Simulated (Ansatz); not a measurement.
# CAlSi: the cost of one run

The runs use Ansatz 0.2.0, Gaussian basis; cc-pVTZ, core rule «outside noble gas», up to 11 orbitals frozen.

The runs, in order: UHF; CCSD(T) on ROHF; CCSD(T) on UHF; BCCD(T) on ROHF; CCSDT(Q) on ROHF; CCSDT(Q) on UHF; CASSCF and NEVPT2, 11 electrons in 12 orbitals.

7 further runs of the same task are left out: 2 for a known fault of the program, 5 set aside as unsound or not needed.

## (1) The system

The geometry is a PBE0/def2-TZVP stationary point (not a proven minimum).

3 atoms, charge 0, spin multiplicity 4.

Atoms are counted from 1 here; the program's logs count them from 0.

Bond lengths: Al1–C2 1.863 Å, C2–Si3 1.752 Å. Angles: Al1–C2–Si3 180.0°.

Geometry (Å):

```csv
atom,x (Å),y (Å),z (Å)
Al1,0.00000,0.00000,1.82641
C2,0.00000,0.00000,-0.03700
Si3,0.00000,0.00000,-1.78941
```

## (2) UHF

in.yaml reads:

```yaml
crystal:
  periodic: [false, false, false]
  atoms:
    - {symbol: Al, position_ang: [0.000000, 0.000000, 1.826406]}
    - {symbol: C, position_ang: [0.000000, 0.000000, -0.037000]}
    - {symbol: Si, position_ang: [0.000000, 0.000000, -1.789406]}
basis:
  gaussian: {orbitals: cc-pVTZ}
magnetization: {spin_polarized: true, initial_magnetization: 3}
hamiltonian: {xc: hf}
output: {orbitals: {seedname: orbitals}}
```

The run is started by

```bash
$ ansatz run in.yaml --threads 1 --pin off --events-out ev --progress --plain --max-ram 2816MiB --backend cpu
```

Q: Estimate wall time and peak memory on 1 thread of AMD EPYC 7R13, shared host.

About 20 s, with a peak of 0.29 GiB.
